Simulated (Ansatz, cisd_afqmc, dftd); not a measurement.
Reaction: C2H6 (ethane, SMILES CC) → C2H5 (SMILES C[CH2], doublet) + H (doublet) (the C-H bond breaks)
Each species at its own B3LYP-D3(BJ)/def2-TZVP minimum (Ansatz, a program for electronic structure).

Quantity: bond dissociation energy (electronic), in kcal/mol. Radicals and triplets start from unrestricted determinants; spin-orbit coupling is neglected. Correlated methods leave the cores frozen. Rows without X2C or -DK are non-relativistic. AFQMC/CISD: phaseless, guided by CISD from CCSD amplitudes; bars are statistical, one sigma. Outlying blocks are dropped, and bars are widened where a walk drifts. Over all cases where full CI ran beside it in this data, AFQMC minus full CI had a median of +0.1 mEh and passed +0.4 mEh in a tenth of the cases. CBS(X,Y): correlation extrapolated as X^-3, Hartree-Fock from the larger set (Q,5: extrapolated as (X+1)exp(-9√X)). A bracket is a step between two methods taken in the basis named. Functionals run without relativity, which enters their misses. Double hybrids freeze cores in their MP2 part. '+ core + X2C': CCSD(T) terms for core correlation (cc-pwCVTZ) and scalar relativity (cc-pVTZ-DK). Where a partner has so few electrons that a lower coupled-cluster level is exact, that level stands in.

```csv
level,program,bond dissociation energy (kcal/mol),difference against the last row
PBE/def2-TZVPD,Ansatz,104.7,-4.3
B2GP-PLYP-D3(BJ)/def2-TZVPD,Ansatz + dftd3,106.4,-2.6
"MP2/CBS(cc-pVTZ,cc-pVQZ)",Ansatz,109.1,0.1
CCSD(T)/cc-pVTZ,Ansatz,108.0,-1.0
AFQMC/CISD/cc-pVDZ,cisd_afqmc,104.9 ± 0.2,-4.1
AFQMC/CISD/cc-pVTZ,cisd_afqmc,108.1 ± 0.2,-0.9
"CCSD(T)/CBS(cc-pVQZ,cc-pV5Z) + [AFQMC/CISD - CCSD(T)]/cc-pVDZ + core + X2C",Ansatz + cisd_afqmc,108.9 ± 0.2,-0.1
"CCSD(T)/CBS(cc-pVQZ,cc-pV5Z) + [AFQMC/CISD - CCSD(T)]/cc-pVTZ + core + X2C",Ansatz + cisd_afqmc,109.0 ± 0.2,0.0
"CCSD(T)/CBS(cc-pVQZ,cc-pV5Z) + [CCSDT(Q) - CCSD(T)]/cc-pVDZ + core + X2C",Ansatz,109.0,0.0
```
